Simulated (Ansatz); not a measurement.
Two structures of Si2H8S, closed shell, reached by relaxing down either side of one saddle point (PBE0-D4/def2-TZVP). Energies are electronic, without zero-point energy. Program: Ansatz 0.2.0. Basis: def2-TZVPP and def2-QZVPP. Cores are frozen in the correlated methods. Extrapolation: Hartree–Fock as exp(−7.88 √X), correlation as X^−2.97. First:

```
11
angstrom
Si -0.1826 0.1422 0.1230
H 0.1234 -1.2970 0.3402
H 0.7381 0.6784 -0.9147
H -1.5851 0.2805 -0.3461
Si 0.1185 1.3193 2.1237
H 0.0935 -2.7936 -2.4372
S -0.5129 -1.8454 -3.1670
H 1.5222 1.1849 2.6001
H -0.7886 0.7937 3.1801
H -0.1749 2.7651 1.9278
H 0.6487 -1.2281 -3.4297
```

Second:

```json
{"atom": "Si1", "x (Å)": "-0.5548", "y (Å)": "0.8567", "z (Å)": "-0.9738"}
{"atom": "H2", "x (Å)": "-0.6240", "y (Å)": "-3.2474", "z (Å)": "1.0645"}
{"atom": "H3", "x (Å)": "-0.2669", "y (Å)": "2.0854", "z (Å)": "-1.7637"}
{"atom": "H4", "x (Å)": "-2.0281", "y (Å)": "0.6897", "z (Å)": "-0.8833"}
{"atom": "Si5", "x (Å)": "0.4293", "y (Å)": "0.9878", "z (Å)": "1.1430"}
{"atom": "H6", "x (Å)": "-0.4601", "y (Å)": "-2.8530", "z (Å)": "0.4512"}
{"atom": "S7", "x (Å)": "0.1145", "y (Å)": "-0.9056", "z (Å)": "-2.0011"}
{"atom": "H8", "x (Å)": "1.9092", "y (Å)": "0.9525", "z (Å)": "0.9842"}
{"atom": "H9", "x (Å)": "0.0059", "y (Å)": "-0.1683", "z (Å)": "1.9743"}
{"atom": "H10", "x (Å)": "0.0531", "y (Å)": "2.2538", "z (Å)": "1.8291"}
{"atom": "H11", "x (Å)": "1.4222", "y (Å)": "-0.6516", "z (Å)": "-1.8243"}
```

Q: Which bonds change from the first to the second?

A: Si₂H₆ ([SiH3][SiH3]) + H₂S → Si₂H₆S ([SiH3][SiH2][SH]) + H₂; bonds formed: Si1–S7, H2–H6; bonds broken: Si1–H2, H6–S7.

Q: Give the saddle point's structure and its height above each. (Judge from chemistry; the value comes from the calculation.)

A: By the calculation: 52.09 kcal/mol above the first and 59.92 kcal/mol above the second (CCSD(T) at an estimated basis limit (MP2 extrapolated from triple and quadruple zeta, plus CCSD(T) − MP2 in triple zeta)).
Si1  (-0.579, 0.195, -0.478)
H2  (-0.318, -1.363, 0.162)
H3  (-0.246, 1.318, -1.417)
H4  (-2.050, 0.012, -0.495)
Si5  (0.334, 0.905, 1.567)
H6  (-0.172, -1.686, -0.846)
S7  (0.017, -1.336, -2.385)
H8  (1.788, 0.576, 1.556)
H9  (-0.297, 0.163, 2.693)
H10  (0.196, 2.372, 1.792)
H11  (1.328, -1.156, -2.149)
(Å)

T1 diagnostic: at most 0.015.

Labels in which every atom is bracketed show which atoms are joined, not bond orders.

For scale, one of the runs: CCSD(T)/def2-TZVPP, 238 basis functions, launched by `ansatz run in.yaml --threads 4 --pin off --events-out ev --progress --plain --max-ram 9574MiB`. Time: 62 s of wall clock on 4 CPU threads of an Arm Neoverse V1; the host was shared. Peak host memory: 3.9 GiB.
